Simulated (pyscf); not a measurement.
Optimised with ωB97X-D3(BJ)/def2-SVP in PySCF.

### Question
For the elementary gas-phase step cyclopropane + O [triplet] → cyclic C₃H₅ (SMILES [CH]1CC1) [doublet] + OH• (triplet surface; C–H broken, H–O formed), what barrier and reaction energy does ωB97M-D3(BJ)/def2-TZVP give, measured from the separated reactants?

### Answer
ΔE‡ = 11.1 kcal/mol, ΔE = +10.0 kcal/mol. Zero-point energy shifts the barrier by -4.3 kcal/mol. It is a hydrogen abstraction, with an imaginary mode of 1512i cm⁻¹. On the product side the descent ends in a complex, 4.6 kcal/mol under the separated species and 4.7 kcal/mol under the saddle at ωB97X-D3(BJ)/def2-TZVP. cyclic C₃H₅ (SMILES [CH]1CC1) [doublet] + OH• also meet on a surface of lower spin, which isn't treated here. cyclopropane lies 6.6 kcal/mol over its isomer H₂C=CH–CH₃, and others may lie lower still (electronic energy, ωB97M-D3(BJ)). cyclic C₃H₅ (SMILES [CH]1CC1) [doublet] lies 28.1 kcal/mol over its isomer •H₂C–CH=CH₂, and others may lie lower still (electronic energy, ωB97M-D3(BJ)). One saddle was located; it need not be the lowest between these sides. The angle at the transferred H is 164°. Left out: the spin-orbit lowering of OH, O.
